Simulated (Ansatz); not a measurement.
Cost and result for the atomization energy of CH$_{2}$NSi, SMILES `N#C[SiH2]` radical (5 atoms, 4 bonds).

```xyz
5

N    -0.2685    0.7163    2.1044
C    -0.0537    0.3246    1.0395
Si    0.4098   -0.3284   -0.6062
H    -0.4571   -1.4811   -0.9386
H     0.3694    0.7685   -1.5991
```

Total charge 0; spin multiplicity 2. The geometry is a stationary point of PBE0-D4/def2-TZVP. Program: Ansatz. All runs use 2 threads of a server CPU on a shared host. Times are those of one run each, without the atoms' runs, and a repeat can differ threefold. Electronic energies, without spin–orbit coupling; frozen cores. CCSD(T)/CBS adds CCSD(T) − MP2 in def2-TZVPP to the MP2 limit, and its time is that of the two runs behind it. T1 = 0.027; ⟨S²⟩ of the reference is 0.82. B3LYP takes the VWN-RPA correlation (the form of Gaussian; ORCA's B3LYP/G). HSE06 is the plane-wave form, built on full-range PBE exchange.

CCSD(T)/CBS is a level of theory with its own doubt, some kJ/mol a heavy atom from the limit and from the frozen cores, so smaller differences don't rank the functionals.

```json
{"level": "BLYP-D4/def2-TZVPP", "functions": "132", "wall time": "1.4 s"}
{"level": "revPBE-D4/def2-TZVPP", "functions": "132", "wall time": "1.5 s"}
{"level": "CCSD(T)/def2-SVP", "functions": "56", "wall time": "1.7 s"}
{"level": "PBE0-D4/def2-TZVPP", "functions": "132", "wall time": "1.8 s"}
{"level": "BHLYP-D4/def2-TZVPP", "functions": "132", "wall time": "2.2 s"}
{"level": "B3LYP-D4/def2-TZVPP (with forces)", "functions": "132", "wall time": "2.3 s"}
{"level": "HSE06-D4/def2-TZVPP", "functions": "132", "wall time": "2.3 s"}
{"level": "B2PLYP/def2-TZVPP", "functions": "132", "wall time": "2.8 s"}
{"level": "r2SCAN-D4/def2-TZVPP (with forces)", "functions": "132", "wall time": "3 s"}
{"level": "ωB97M-V/def2-TZVPP (with forces)", "functions": "132", "wall time": "6 s"}
{"level": "MP2/def2-QZVPP", "functions": "244", "wall time": "9 s"}
{"level": "CCSD(T)/def2-TZVPP", "functions": "132", "wall time": "17 s"}
{"level": "CCSD(T)/CBS(def2)", "functions": "–", "wall time": "26 s"}
```

What atomization energy does each give, and how far from CCSD(T)/CBS? (An estimate is asked.)

Ansatz gave: 
| level | atomization (kJ/mol) | difference from CCSD(T)/CBS | per bond |
| --- | --- | --- | --- |
| BLYP-D4/def2-TZVPP | 1860.0 | 44.0 | 11.0 |
| revPBE-D4/def2-TZVPP | 1840.9 | 24.9 | 6.2 |
| CCSD(T)/def2-SVP | 1701.1 | -114.9 | -28.7 |
| PBE0-D4/def2-TZVPP | 1824.0 | 8.0 | 2.0 |
| BHLYP-D4/def2-TZVPP | 1750.9 | -65.1 | -16.3 |
| B3LYP-D4/def2-TZVPP (with forces) | 1836.1 | 20.1 | 5.0 |
| HSE06-D4/def2-TZVPP | 1825.8 | 9.8 | 2.4 |
| B2PLYP/def2-TZVPP | 1818.4 | 2.4 | 0.6 |
| r2SCAN-D4/def2-TZVPP (with forces) | 1827.1 | 11.1 | 2.8 |
| ωB97M-V/def2-TZVPP (with forces) | 1827.8 | 11.8 | 2.9 |
| MP2/def2-QZVPP | 1830.4 | 14.4 | 3.6 |
| CCSD(T)/def2-TZVPP | 1759.7 | -56.3 | -14.1 |
| CCSD(T)/CBS(def2) | 1816.0 | 0.0 | 0.0 |

The D4 term adds +13.1 kJ/mol with B3LYP and +6.7 kJ/mol with PBE0; it sums over pairs of atoms, weighted by their polarisabilities, and B3LYP, whose exchange is more repulsive, gets the larger term. At CCSD(T), def2-SVP lies −114.8 kJ/mol from the extrapolated value and def2-TZVPP −56.3 kJ/mol: correlation converges slowly with the basis, and small sets miss more of it in the bonded molecule than in its fragments. From r2SCAN to r2SCAN0 (25 % exact exchange), in def2-TZVPP and without D4, the atomization energy moves by −53.6 kJ/mol: exact exchange takes away binding that semilocal exchange gives to molecules.
